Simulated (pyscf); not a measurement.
PySCF, gas phase, ωB97X-D3(BJ)/def2-SVP geometries. MP2 and CC: frozen core, UHF for open shells. ΔMP2 is the change of the MP2 total energy from the triple- to the quadruple-zeta basis.

Q: Estimate by transition-state theory (the high-pressure limit) the rate constant of HO–SnH₃ (SMILES [OH][SnH3]) -> SnH₂ (SMILES [SnH2]) [singlet] + H₂O (SMILES O) (singlet surface; O–Sn, H–Sn broken, H–O formed) at 600 K, with CCSD(T)/def2-TZVPP + ΔMP2(QZVPP) energies (ideal gas, 1 atm, RRHO with modes under 100 cm⁻¹ raised to 100, one conformer, R ln 2 for rigid chiral ones; no tunnelling).

A: The electronic barrier is 50.4 kcal/mol and the thermal terms add -1.6, so ΔG‡ = 48.8 kcal/mol. With k_BT/h = 1.25e+13 s⁻¹ and RT = 1.192 kcal/mol, k = 2.1e-05 s⁻¹; so small a molecule is far into fall-off at 1 atm, where the true rate is lower. Wigner's tunnelling factor for 1445i cm⁻¹ would be 1.50, likely too low at so high a frequency. A shift of 1 kcal/mol in the barrier changes k by a factor 2.3. On the product side the descent ends in an adduct with a O–Sn contact (not fully relaxed), 15.9 kcal/mol under the separated species and 44.1 kcal/mol under the saddle at ωB97X-D3(BJ)/def2-TZVP. What is counted as broken (O–Sn) persists as a longer contact in the product adduct; parting that adduct is a step of its own. At ωB97X-D3(BJ) the barrier from the zero used here is 53.9 kcal/mol. One saddle was located; it need not be the lowest between these sides. The CCSD(T) − MP2 part came from Ansatz, without density fitting, on the same reference. The frozen core leaves the outer d or s,p core shells of the metals and heavy elements correlated in the MP2 and CC values, and def2-TZVPP describes them poorly, which can shift differences by a few kcal/mol. Elements past Kr carry the def2 core potentials, without spin-orbit coupling.
